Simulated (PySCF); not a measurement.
Level of theory: TPSSh-D3(BJ)/def2-TZVP // CAM-B3LYP-D3(BJ)/def2-TZVP in PySCF 2.14.0. Isolated molecules, 0 K electronic values unless said otherwise. Excitations are Tamm–Dancoff values on a coarser integration grid. The basis has no diffuse functions, so Rydberg states are missing or too high.

Reference species (SMILES): `FC(F)(F)F` (neutral, multiplicity 1).

The S1 excitation (TDA) is 13.12 eV and the HOMO comes out as -11.37 eV. The S1 oscillator strength comes out as 0.000.

Changed species: `FC(S)(F)F` (1 of 4 F replaced by SH; the reference has 0 of 4 F replaced by SH).

Task: Predict the effect on the S1 excitation (TDA), HOMO and S1 oscillator strength.

Result: the S1 excitation (TDA) decreases by 7.19 eV, to 5.93 eV; the HOMO goes up by 3.85 eV, to -7.52 eV; the S1 oscillator strength stays essentially unchanged.
